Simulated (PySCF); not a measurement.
# H2CS: adding exact exchange

Base calculation in PySCF with density fitting and no spin–orbit coupling, PBE/def2-TZVP (no relativity): singlet, C2v, C–H 1.099 Å (×2), C–S 1.614 Å; H–C–H 115.5°, H–C–S 122.2° (×2); wavenumbers 971, 986, 1071, 1441, 2982, 3061 cm⁻¹; dipole moment 1.64 D, gap between the highest occupied and lowest empty levels 1.90 eV, polar-tensor charge of C 0.17 e, atomisation energy (no zero-point energy) 1392 kJ/mol.

Problem. What changes on going to PBE0/def2-TZVP (no relativity)?

Solution. The point group stays the same. Changes: mean bond to C -0.010 Å, smallest bond angle +0.1 degrees, highest wavenumber +102 cm⁻¹, lowest wavenumber +30 cm⁻¹, dipole moment +0.10 D, gap between the highest occupied and lowest empty levels +2.26 eV, polar-tensor charge of C 0.00 e, atomisation energy (no zero-point energy) -37 kJ/mol. The new structure has C–H 1.090 Å (×2), C–S 1.599 Å; H–C–H 115.6°, H–C–S 122.2° (×2), with wavenumbers 1001, 1034, 1120, 1491, 3077, 3163 cm⁻¹. Exact exchange shortens and stiffens the bonds and opens the gap, the usual pattern.

Each species is the lowest minimum found with this bonding; other isomers or fragments can lie lower.
